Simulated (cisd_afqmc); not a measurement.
Input (AFQMC/UCISD/cc-pV(T+d)Z; cisd_afqmc is a phaseless AFQMC code with CISD trial states that reads the integrals written by Ansatz): A basis named .json is the Basis Set Exchange file of that set.

Ansatz 0.2 input:
```python
import cisd_afqmc

open("ham.yaml", "w").write("""\
crystal:
  periodic: [false, false, false]
  atoms:
    - {symbol: P, position_ang: [-0.00000000, -0.00000000, -0.94474959]}
    - {symbol: P, position_ang: [0.00000000, 0.00000000, 0.94474959]}
basis:
  gaussian:
    orbitals: cc-pV_T+d_Z.json
correlation: {method: ccsd, electrons: outside_noble_gas, hamiltonian_folder: ham}
magnetization: {spin_polarized: true, initial_magnetization: 0}
scf: {lower_state_search: full}
""")
rep = cisd_afqmc.ansatz("ham.yaml")
e_ccsd = rep["correlation"]["coupled_cluster"]["energy"]["hartree"]
out = cisd_afqmc.run("ham", e_ccsd, trial="CISD", walkers=2000, populations=1, threads=12, dt=0.005, steps=40, early=24, settle=10, least=100,
    cut=5e-5, rank_cut=2e-4, target=0.0004, seconds=1000, seed=4, memory=62639, gpu=True)
```

Output:

```
orbitals 68, occupied [5, 5], factors 327 of 479, rank of the doubles 312 of 630
E(HF) = -681.500315
E(CCSD) on the cut factors = -681.787404, shift to the whole factors -0.000007
Energy of the trial state on the determinant = -681.787427
  tau behind 7.2 of longer steps, mean of the populations' last blocks
   2.0  -681.80805
   4.0  -681.80783
   6.0  -681.80988
   8.0  -681.81014
  10.0  -681.81029
  12.0  -681.80959
  14.0  -681.80982
  16.0  -681.81145
  18.0  -681.81259
  20.0  -681.81174
  22.0  -681.81223
blocks 100 (0 outliers left out), error by blocks joined: 1: 0.00017, 2: 0.00023, 4: 0.00031, 8: 0.00040
E(AFQMC/CISD) = -681.81056 +/- 0.00040
```

The determinant is spin-contaminated: <S^2> is 0.68, 0.68 over the pure value.

The two halves of the walk average -681.80955 and -681.81157 Eh, farther apart than the printed bar allows, so the bar may be too narrow.

The run carries these doubts: spin mixed.
